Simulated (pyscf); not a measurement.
Single points on ωB97X-D3(BJ)/def2-SVP structures (PySCF, gas phase).

**Question.** For the elementary gas-phase step `[CH3][SH]` + `[H]` [doublet] → `[SH2]` + `[CH3]` [doublet] (doublet surface; C–S broken, H–S formed), what barrier and reaction energy does ωB97M-D3(BJ)/def2-TZVP give, measured from the separated reactants?

**Answer.** ΔE‡ = 3.4 kcal/mol, ΔE = -15.5 kcal/mol. CCSD(T)/def2-TZVPP + ΔMP2(QZVPP) gives 2.9 kcal/mol and -16.9 kcal/mol. Zero-point energy shifts the barrier by +1.2 kcal/mol. It is a substitution at S, with an imaginary mode of 696i cm⁻¹. One saddle was located; it need not be the lowest between these sides. The angle at the attacked S is 156°. The CCSD(T) − MP2 part came from Ansatz, without density fitting, on the same reference.
